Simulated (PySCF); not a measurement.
# C3H4O: the cost of one run

Computed with PySCF 2.14.0, with density-fitted response routines of our own, on a single molecule in the gas phase. Atoms are numbered from 0 throughout.

## 1. Starting geometry

8 atoms, charge 0, multiplicity 1; geometry from: MMFF94s. The atoms were then displaced at random by about 0.03 Å, so the start is not that level's minimum.

Bonds of the start (Å): C0–C1 1.29, C1–C2 1.51, C2–O3 1.35, C0–H4 0.98, C2–H5 1.09, C2–H6 1.05, O3–H7 1.02.

## 2. Optimising the geometry at PBE0-D3(BJ)/def2-SVP

What the job is given:

```
{"job": {"xc": "PBE0", "basis": "def2-SVP", "d3": "d3bj", "grid": 1, "shake": 0.03, "kind": "geom"}, "charge": 0, "multiplicity": 1}
C      1.911010    -0.413730     0.792500
C      0.771270    -0.217410     0.227230
C     -0.565100    -0.047830    -0.456280
O     -1.256810     0.758620     0.372080
H      2.778950    -0.468820     1.241710
H     -0.395630     0.471310    -1.404460
H     -0.953660    -1.017760    -0.591770
H     -2.151810     0.849950    -0.109220
```

The run is started by

```
> OMP_NUM_THREADS=1 python probes_run.py task.json out
```

The driver reads the jobs from task.json and runs them one after another.

Q: Estimate the wall time and peak memory of this first job on 1 thread of Arm Neoverse V1, shared host.

About 12 s, with a peak of 0.31 GiB.
